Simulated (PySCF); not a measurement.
DMSO cation (C₂H₆OS), SMILES S(C)(C)=O (connectivity only; charge and spin as stated), charge +1, multiplicity 2.

Coordinates come from a B3LYP-D3(BJ)/def2-SVP optimisation. The spin state was assumed, not searched.

The numbers are results of CAM-B3LYP/def2-TZVP run with PySCF, not measurements.

```
Property                                                           Result
------------------------------------------------  -----------------------
total energy                                           -552.90101 hartree
point group                                                            Cs
α spin, highest occupied and lowest empty level       -15.92 and -4.45 eV
β spin, highest occupied and lowest empty level       -16.64 and -9.36 eV
dipole moment about the centre of nuclear charge                   3.69 D
mean static polarisability                           45.0 bohr³ (6.68 Å³)
polarisability, principal values                   34.3, 49.3, 51.5 bohr³
⟨S²⟩                                              0.759 (pure state 0.75)
```
